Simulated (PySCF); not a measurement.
C3H10N (charge +1).
Atom-mapped SMILES: `[CH3:1][CH2:2][NH2+:3][CH3:4]` (hydrogens: H5, H6, H7 on C1; H8, H9 on C2; H10, H11 on N3; H12, H13, H14 on C4)

Theory: core-valence-separated Tamm–Dancoff BHandHLYP/aug-pcX-1 (pcseg-1 on H) in PySCF, non-relativistic, gas phase, PBE0-D3(BJ)/def2-SVP geometry.

Computed carbon K-edge spectrum, Gaussian lines of 0.4 eV full width, highest printed point 100; it ends one width below the last computed root. Absolute energies from this functional tend to lie a few eV below measured edges; no shift was applied.

```csv
photon energy (eV),absorption
285.1,0
285.2,0
285.3,1
285.4,3
285.5,5
285.6,7
285.7,6
285.8,4
285.9,2
286.0,3
286.1,10
286.2,25
286.3,50
286.4,76
286.5,89
286.6,81
286.7,60
286.8,40
286.9,30
287.0,24
287.1,17
287.2,10
287.3,6
287.4,5
287.5,10
287.6,20
287.7,36
287.8,59
287.9,84
288.0,100
```

Question: Assign the maxima to core holes.

Answer: 2 maxima:
- 285.6 eV: C1 (methyl carbon), 285.62 eV, f = 0.009, 100 % of the height at the exact maximum
- 286.5 eV: C2 (sp3 carbon bound to nitrogen), 286.56 eV, f = 0.053, 46 % of the height at the exact maximum; C4 (N-methyl carbon), 286.39 eV, f = 0.044, 29 % of the height at the exact maximum; C1 (methyl carbon), 286.56 eV, f = 0.027, 23 % of the height at the exact maximum

Further lines of some strength in the range: C1, 286.81 eV, f = 0.008; C1, 287.00 eV, f = 0.023; C4, 287.78 eV, f = 0.012; C2, 287.79 eV, f = 0.018; C1, 287.92 eV, f = 0.011.

Roots within 0.03 eV on the same or equivalent atoms count as one line; shares under 12 % aren't listed.

Vibrational structure and lifetime widths aren't in the curve. The ionisation threshold wasn't computed; near and above it a finite basis only mimics Rydberg series and continuum.

The run took 10 s wall on an x86-64 server with one thread, shared host.

Shape of the structure used: `[CH3:1][CH2:2][NH2+:3][CH3:4]`: C1–C2–N3–C4 178°.

One conformer stands for the species.
